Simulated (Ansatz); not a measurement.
A calculation with Ansatz (development build ahead of 0.2.0).

```yaml
crystal:
  periodic: [false, false, false]
  atoms:
    - { symbol: Si, position_ang: [-0.00379, 0.00086, -0.11192] }
    - { symbol: H, position_ang: [-0.0065, 0.00535, 1.43254] }
basis:
  gaussian: { orbitals: STO-3G }
magnetization:
  spin_polarized: true
  initial_magnetization: 1
hamiltonian:
  xc: hf
correlation:
  method: mp2
  frozen_orbitals: { H: 0, Si: 5 }
```

The input is written out in the form of the current development build from the run's settings.

The run gave:

```yaml
Converged: yes
Reference_energy: -286.05624 hartree
Correlation_energy: -0.02104 hartree
Total_energy: -286.07728 hartree
Spin_squared_of_the_determinant: 0.753
```
